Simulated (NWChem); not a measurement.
Correlation energy of formic acid (CH2O2)

```xyz
5

O      0.7441     0.8276     0.0000
C      0.1773    -0.3776     0.0000
O     -1.0006    -0.5842     0.0000
H      0.0245     1.4806     0.0000
H      0.9640    -1.1615     0.0000
```
Charge 0, spin multiplicity 1.

Program: NWChem. The geometry was optimised at PBE0/def2-SVP, a minimum by its harmonic frequencies. It is one conformer; others weren't searched.

Basis set: 3-21G. Each correlation energy counts from its own Hartree-Fock reference.

The correlated methods keep 3 core orbitals frozen. Coupled-cluster values serve here as a point of comparison, not as the truth.

Question: For the correlation energy, MP2 gives -331.6 mHa and SCS-MP2 gives -324.2 mHa. What do CR-CCSD[T], CR-CCSD(T), CCSD give?

Answer: CR-CCSD[T]: -347.8 mHa; CR-CCSD(T): -346.5 mHa; CCSD: -337.9 mHa.
